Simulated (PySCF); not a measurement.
## TDDFT beside published excitation energies

Published values to compare with (the computed states carry no symmetry labels, so the two lists aren't matched line by line):

| state | E (eV) | f | kind of transition | source |
| --- | --- | --- | --- | --- |
| 3B1u(π→π*) | 4.36 |  | band maximum or as reported | [1] |
| 3B1u(π→π*) | 4.48 |  | vertical absorption | [2] |
| 3B1u(π→π*) | 4.54 |  | vertical absorption | [3] |
| 3B3u(π→3s) | 6.98 |  | band maximum or as reported | [1] |
| 1B3u(π→3s) | 7.11 |  | band maximum or as reported | [1] |
| 3B3u(π→3s) | 7.23 |  | vertical absorption | [3] |
| 1B3u(π→3s) | 7.39 | 0.078 | vertical absorption | [3] |
| 1B1u(π→π*) | 7.60 |  | band maximum or as reported | [1] |
| 3B1g(π→3p) | 7.79 |  | band maximum or as reported | [1] |
| 1B1g(π→3p) | 7.80 |  | band maximum or as reported | [1] |
| 1B1u(π→π*) | 7.93 | 0.346 | vertical absorption | [3] |
| 3B1g(π→3p) | 7.98 |  | vertical absorption | [3] |
| 1B1g(π→3p) | 8.08 |  | vertical absorption | [3] |
| 1B1u(π→π*) | 8.37 |  | vertical absorption | [2] |
| 1Ag(genuine double) | 12.90 |  | vertical absorption | [4] |
| 1Ag(double) | 12.92 |  | vertical absorption | [3] |

[1] measured, gas; Loos, Scemama, Blondel, Garniron, Caffarel, Jacquemin (2018), arXiv:1807.02045, literature column
[2] computed, CC3/TZVP, gas; arXiv:2401.06101 (2024), CC3 reference column of Thiel's set
[3] computed, theoretical best estimate (aug-cc-pVTZ, frozen core, CC3 geometry), gas; Veril, Scemama, Caffarel, Lipparini, Boggio-Pasqua, Jacquemin, Loos, WIREs Comput. Mol. Sci. 2021, 11, e1517 (QUESTDB)
[4] computed, theoretical best estimate (aug-cc-pVTZ), gas; Kossoski, Boggio-Pasqua, Loos, Jacquemin, double excitations: improvement and extension (2024), arXiv:2403.19597

Species: ethene, C2H4.
SMILES: `C=C`

Method: TDDFT CAM-B3LYP/def2-SVPD, vertical, gas phase, core orbitals frozen in the response (PySCF). Geometry: GFN2-xTB; no solvent, vibrations or thermal averaging.

Computed singlets: 7.72 eV (f 0.072); 7.91 eV (f 0.374); 8.18 eV (f 0.000); 8.51 eV (f 0.000); 9.12 eV (f 0.000); 9.82 eV (f 0.000); 9.84 eV (f 0.000); 10.26 eV (f 0.058). Computed triplets (Tamm–Dancoff): 4.54, 7.56, 7.62 eV.

Q: How does the lowest computed singlet compare with the best estimate listed for the lowest singlet (vertical absorption)?

A: 7.72 eV against 7.39 eV for 1B3u(π→3s) [3]: a difference of +0.33 eV. Geometry and basis of the two calculations needn't be the same.

Q: How does the lowest computed triplet compare with the best estimate listed for the lowest triplet (vertical absorption)?

A: 4.54 eV against 4.54 eV for 3B1u(π→π*) [3]: a difference of 0.00 eV. Geometry and basis of the two calculations needn't be the same.

Note on [4]: supersedes the 2021 QUESTDB value where one exists.

A measured band maximum holds vibronic effects and, in solution, solvent shifts, so it needn't equal the vertical energy.

States of double-excitation character are out of reach of adiabatic linear-response TDDFT and have no counterpart, or a poor one, in the computed list.

The run took 1.8 s on an x86-64 server with one thread, no GPU, on a shared host.
